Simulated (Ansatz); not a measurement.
# Which method gave which barrier?

Saddle point of Si2H7Cl, singlet (SiH₃Cl ([SiH3][Cl]) + SiH₄ → SiH₃Cl ([SiH3][Cl]) + SiH₄; bonds formed: Si1–Cl7, H2–Si6; bonds broken: Si1–H2, Si6–Cl7), PBE0-D4/def2-TZVP structure:

Si1  (-0.384, 0.648, -1.330)
H2  (-0.554, -0.471, -0.079)
H3  (-0.214, -0.521, -2.233)
H4  (-1.784, 1.053, -1.031)
H5  (0.162, 1.796, -2.115)
Si6  (0.356, -0.671, 1.326)
Cl7  (1.283, 1.121, 0.198)
H8  (1.411, -0.424, 2.357)
H9  (0.642, -2.046, 0.840)
H10  (-0.919, -0.484, 2.067)
(Å)

Computed with Ansatz 0.2.0 (basis: def2-TZVPP, with def2-QZVPP for the basis limit); correlated methods freeze the cores. B3LYP uses VWN-RPA correlation. Extrapolation: Hartree–Fock as exp(−7.88 √X), correlation as X^−2.97. Four methods, as single points on the PBE0-D4 structures, gave these electronic barriers from the start structure: 1.402, 2.009, 2.107, 2.776 eV.

Task: The methods were, in alphabetical order, B3LYP-D4, CCSD(T), HF, SPW92. Which gave which? (Judge from chemistry; the calculation decides.)

Result: Computed: SPW92 1.402; B3LYP-D4 2.009; CCSD(T) 2.107; HF 2.776 eV. For comparison, CCSD(T) at an estimated basis limit (MP2 extrapolated from triple and quadruple zeta, plus CCSD(T) − MP2 in triple zeta) gives 2.048 eV.

The T1 diagnostic stays at or below 0.012. The start structure is not quite a true minimum (one mode of 54i cm⁻¹). The end structure is not quite a true minimum (one mode of 53i cm⁻¹).

Ligand swaps between two centres remove the fluorinated layer in thermal atomic layer etching, and scramble precursors in the gas phase.

Labels in which every atom is bracketed show which atoms are joined, not bond orders.

For scale, one of the runs: CCSD(T)/def2-TZVPP, 224 basis functions, launched by `ansatz run in.yaml --threads 4 --pin off --events-out ev --progress --plain --max-ram 9574MiB`. The run took 42 s on 4 CPU threads of an Arm Neoverse V2 (shared host), with 3.2 GiB of host memory at its peak.
